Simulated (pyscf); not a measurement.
Single points on ωB97X-D3(BJ)/def2-SVP structures (PySCF, gas phase).

Q: `[F][SiH]1[O][SiH2][O]1` + `[CH3][F]` → `[O]1[SiH2][O][SiH2]1` + `[F][CH2][F]`
Surface: singlet. Broken: F–Si, C–H. Formed: H–Si, C–F. Give ΔE‡ and ΔE from HF/def2-TZVP, relative to the separated reactants.

A: ΔE‡ = 5.57 eV, ΔE = +2.12 eV. ωB97M-D3(BJ)/def2-TZVP gives 4.67 eV and +2.16 eV. Zero-point energy shifts the barrier by -0.06 eV. It is a four-centre exchange, with an imaginary mode of 647i cm⁻¹. On the reactant side the descent ends in an adduct with a Si–Si contact (not fully relaxed), 0.11 eV under the separated species and 4.82 eV under the saddle at ωB97X-D3(BJ)/def2-TZVP. On the product side the descent ends in an adduct with a Si–Si contact (not fully relaxed), 0.19 eV under the separated species and 2.79 eV under the saddle at ωB97X-D3(BJ)/def2-TZVP. cyclic H₃FO₂Si₂ (SMILES F[SiH]1O[SiH2]O1) is closed by a dative Si–Si contact. cyclic H₄O₂Si₂ (SMILES O1[SiH2]O[SiH2]1) is closed by a dative Si–Si contact. One saddle was located; it need not be the lowest between these sides.
